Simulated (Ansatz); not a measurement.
A made-up structure of CH3MgO (charge +1), closed shell:

```tsv
atom	x (Å)	y (Å)	z (Å)
O1	-1.1157	-0.7007	-0.6199
C2	-0.1907	0.1611	-0.5381
Mg3	1.0669	0.1938	1.3255
H4	-1.6470	-0.6916	-1.4426
H5	-0.1176	0.8107	-1.4257
H6	-0.4725	0.1333	0.4834
```

It is relaxed with PBE-D4/def2-SVP and then PBE0-D4/def2-TZVP (Ansatz 0.2.0). Atoms count as bonded within 1.22 times the sum of their covalent radii (H–H: 0.88 Å). The end point is not checked to be a true minimum.

Q: Does its bonding change? (Judge from chemistry; the calculation decides.)

A: The calculation gives: Yes. Formed: none; broken: Mg3–H6.

Where it ends: The first stage lowers the energy by 3.49 eV in 9 steps. It ends as CH₃MgO ([OH][CH2][Mg]), total charge +1:
```xyz
6
angstrom
O -1.2536 -0.7671 -0.6167
C -0.4791 0.2909 -0.2947
Mg 1.3609 -0.3138 0.8532
H -1.0765 -1.0799 -1.5116
H -0.0768 0.8764 -1.1225
H -0.9514 0.9001 0.4751
```

Labels in which every atom is bracketed show which atoms are joined, not bond orders.

For scale, one of the runs: PBE0-D4/def2-TZVP relaxation, 112 basis functions, launched by `ansatz run in.yaml --threads 2 --pin off --events-out ev --progress --plain --max-ram 4352MiB`. The run took about 15 s on 2 CPU threads of an Intel Xeon Platinum 8259CL (shared host).
